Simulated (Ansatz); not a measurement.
# H3PS: the cost of one run

Program: Ansatz 0.2.0 through its Python package. Level of theory: r2SCAN0/aug-cc-pVDZ. These are calculated values, not measurements.

## 1. The system

Bond lengths: P1–S2 2.119 Å, P1–H3 1.328 Å, P1–H4 1.402 Å, S2–H5 1.331 Å. Angles: P1–S2–H5 97.7°, S2–P1–H3 100.5°, S2–P1–H4 95.1°, H3–P1–H4 93.9°.

Input file h3ps.xyz:

```xyz
5

P    -0.60810   -0.47770    0.37610
S     0.41070    1.19100   -0.44000
H     0.31760   -1.41920    0.23400
H    -1.26830   -0.81410   -0.81400
H     1.19800    1.44640    0.60240
```

## 2. The code

ip_h3ps.py reads:

```python
# -*- coding: utf-8 -*-
"""Vertical ionisation energy and electron affinity of H3PS."""

import ansatz as az


def energy_of(molecule, charge=0, unpaired=0):
    calc = molecule.calculation().basis(gaussian="aug-cc-pVDZ").functional("R2SCAN0")
    if charge:
        calc = calc.charge(charge)
    if unpaired:
        calc = calc.spin("collinear", total=unpaired)
    return calc.run(threads=1, backend="cpu").report["free_energy_ev"]


def main():
    h3ps = az.Crystal.molecule_from_extxyz("h3ps.xyz")

    # delta-SCF style differences, no relaxation
    parent = energy_of(h3ps, 0, 0)
    cation = energy_of(h3ps, 1, 1)
    print(f"E(N)   = {parent:.5f} eV")
    print(f"E(N-1) = {cation:.5f} eV  (1 unpaired)")
    print(f"vertical ionisation energy {cation - parent:.3f} eV")
    anion = energy_of(h3ps, -1, 1)
    print(f"E(N+1) = {anion:.5f} eV  (1 unpaired)")
    print(f"vertical electron affinity {parent - anion:.3f} eV" + ("" if anion < parent else " (unbound in this basis)"))
    print(f"fundamental gap IP - EA = {cation + anion - 2 * parent:.3f} eV")


if __name__ == "__main__":
    main()
```

## 3. The calls as engine input

The engine receives this input (first run):

```yaml
crystal:
  periodic: [false, false, false]
  atoms:
    - { symbol: P, position_ang: [-0.6081, -0.4777, 0.3761] }
    - { symbol: S, position_ang: [0.4107, 1.191, -0.44] }
    - { symbol: H, position_ang: [0.3176, -1.4192, 0.234] }
    - { symbol: H, position_ang: [-1.2683, -0.8141, -0.814] }
    - { symbol: H, position_ang: [1.198, 1.4464, 0.6024] }
basis:
  gaussian:
    orbitals: aug-cc-pVDZ
hamiltonian:
  xc: r2scan0
```

## 4. Running it

Started as:

```bash
$ python ip_h3ps.py
```

Q: Estimate wall time and peak memory on 1 thread of Intel Xeon Platinum 8488C (Sapphire Rapids), shared host.

About 42 s, with a peak of 0.33 GiB.
